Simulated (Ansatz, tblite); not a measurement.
# The cluster As₂P: rung by rung

How do method and basis change the picture of the cluster As₂P (doublet)?

The runs use Ansatz 0.2.0, Gaussian basis; as each input shows.

Levels to be run: GFN1-xTB, GFN2-xTB, PBE-D4/def2-TZVP, r2SCAN-D4/def2-TZVP, r2SCANh-D4/def2-TZVP, ωB97X-V/def2-TZVP, PBE-QIDH/def2-TZVP, HSE06-D4/def2-TZVP, r2SCAN0-D4/def2-TZVP, PBE-D4/def2-SVP, PBE0-D4/def2-SVP, HF/STO-3G, PBE0-D4/def2-TZVPD, PBE-D4/def2-TZVPD, r2SCAN-D4/def2-TZVPD, CCSD(T)/def2-TZVPP, MP2/def2-TZVP, RPA/def2-TZVP.

### 1 The structure

The doublet was relaxed beforehand with PBE0-D4/def2-TZVP. At that level it is the lowest of the isomers that a small search found.

3 atoms, charge 0, spin multiplicity 2.

Bond lengths: P1–As2 2.189 Å, P1–As3 2.192 Å, As2–As3 2.463 Å. Angles: As2–P1–As3 68.4°, P1–As2–As3 55.8°, P1–As3–As2 55.7°.

PBE0-D4/def2-TZVP was run before; its log isn't repeated, and its numbers join the tables.

### 2 GFN1-xTB

Tight binding, by tblite at 300 K electronic temperature and without a spin-polarisation term:

```python
tblite.interface.Calculator('GFN1-xTB', numbers, positions, charge=0, uhf=1).singlepoint()
```

Energy -198.5692 eV; 0.002 s.

### 3 GFN2-xTB

Tight binding, by tblite at 300 K electronic temperature and without a spin-polarisation term:

```python
tblite.interface.Calculator('GFN2-xTB', numbers, positions, charge=0, uhf=1).singlepoint()
```

Energy -196.7769 eV; 0.003 s.

### 4 PBE-D4/def2-TZVP

start.molden holds the orbitals of an earlier run on this state, given as this run's starting guess.

Input file in.yaml:

```yaml
crystal:
  periodic: [false, false, false]
  atoms:
    - {symbol: P, position_ang: [0.816623, -0.709563, 0.537190]}
    - {symbol: As, position_ang: [-0.085289, 1.284250, 0.471687]}
    - {symbol: As, position_ang: [-0.731334, -0.574688, -1.008877]}
basis:
  gaussian: {orbitals: def2-TZVP, initial_orbitals: start.molden}
magnetization: {spin_polarized: true, initial_magnetization: 1}
hamiltonian: {xc: pbe, dispersion: d4}
scf: {omitted_lower_state_checks: [starts]}
output: {orbitals: {seedname: orbitals}}
```

Run with:

```
$ ansatz run in.yaml --threads 4 --pin off --events-out ev --progress --plain --max-ram 3916MiB
```

After this run come: r2SCAN-D4/def2-TZVP; r2SCANh-D4/def2-TZVP; ωB97X-V/def2-TZVP; PBE-QIDH/def2-TZVP; HSE06-D4/def2-TZVP; r2SCAN0-D4/def2-TZVP; PBE-D4/def2-SVP; PBE0-D4/def2-SVP; HF/STO-3G; PBE0-D4/def2-TZVPD; PBE-D4/def2-TZVPD; r2SCAN-D4/def2-TZVPD; CCSD(T)/def2-TZVPP; MP2/def2-TZVP; RPA/def2-TZVP.

**Question.** What will the summary of the whole plan be? Wanted: gap in def2-TZVP, named functionals, smallest and largest; correlation energy, CCSD(T)/def2-TZVPP; correlation energy, MP2/def2-TZVP; binding an atom, functionals in def2-TZVP; ⟨S²⟩ in def2-TZVP, named functionals, smallest and largest; PBE0 total energy, smallest basis above largest.

The runs gave:

| quantity | value |
| --- | --- |
| gap in def2-TZVP, named functionals, smallest and largest | 0.65 eV (PBE-D4), 6.39 eV (ωB97X-V) |
| correlation energy, CCSD(T)/def2-TZVPP | -18.10 eV |
| correlation energy, MP2/def2-TZVP | -16.55 eV |
| binding an atom, functionals in def2-TZVP | 2.07 (PBE-QIDH) to 2.46 eV (PBE-D4) |
| ⟨S²⟩ in def2-TZVP, named functionals, smallest and largest | 0.772, 0.879 |
| PBE0 total energy, smallest basis above largest | 18.32 eV (def2-SVP, def2-TZVPD) |

In words: Over the named functionals in def2-TZVP the gap runs from 0.65 eV (PBE-D4) to 6.39 eV (ωB97X-V); exact exchange widens it. Over the named functionals in def2-TZVP spin contamination reaches 0.13 (r2SCAN0-D4). Notes on CCSD(T)/def2-TZVPP: spin contamination.
